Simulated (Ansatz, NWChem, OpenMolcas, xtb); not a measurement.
## Worked example: BH2(OH) → BH + H2O

Species: BH2(OH), singlet; BH, singlet; H2O (water) `O`, singlet. 

Shapes, held fixed at every level: PBE0-D4/def2-TZVP; BH at the measured bond length. Programs: Ansatz 0.2.0, NWChem 7.3.0, OpenMolcas 26.06, xtb 6.7.1. A level may come from different programs for different species; with the same settings they agree closely. Electronic energies: no zero-point or thermal term.

At PBE0/def2-SVP; 1 Eh = 2625.50 kJ/mol:

```
species  energy (Eh)
BH2(OH)  -101.706677
     BH   -25.217587
    H2O   -76.276246
```

Question: Work out ΔE of the reaction at this level.

Answer: 
1. Products less reactants: (-25.217587) + (-76.276246) − [(-101.706677)] = 0.212844 Eh = +558.8 kJ/mol.

Other levels give +498.2 (HF/def2-SVP) to +703.0 kJ/mol (HF/STO-3G). No measured value is set beside it here.
